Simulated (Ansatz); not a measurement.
System: rock-salt ZrC. Method: LDA (Ansatz, an electronic-structure program, PAW).

Numerical settings: plane-wave cutoff 520 eV, 24×24×24 k mesh, Fermi–Dirac smearing 0.059 eV (set by the program), scalar-relativistic PAW data made under PBE.

Computed at the level's own relaxed cell.

Elastic tensor (GPa, Voigt notation, ions relaxed):

```
  520.8   110.0   110.0     0.0     0.0     0.0
  110.0   520.8   110.0     0.0     0.0     0.0
  110.0   110.0   520.8     0.0     0.0     0.0
    0.0     0.0     0.0   160.0     0.0     0.0
    0.0     0.0     0.0     0.0   160.0     0.0
    0.0     0.0     0.0     0.0     0.0   160.0
```

Worked from these constants: the tetragonal shear constant is C′ = (C11 − C12)/2 = 205.4 GPa against C44 = 160.0 GPa, so the C44 shear is the softer. The Zener ratio C44/C′ is 0.78 (1 for an isotropic solid), and the Cauchy pressure C12 − C44 is -50.0 GPa. With C11 + 2C12 = 740.8 GPa all three Born conditions hold; they don't test modes at the zone boundary.

Measured, for comparison: elastic constant C11 470 GPa, elastic constant C12 100 GPa, elastic constant C44 160 GPa (temperature not stated, no zero-point or thermal correction; as tabulated in Wu et al. (2005), arXiv:cond-mat/0412374). Computed (rounded) less measured: elastic constant C11 +11 %, elastic constant C12 +10 %, elastic constant C44 0.0 %.
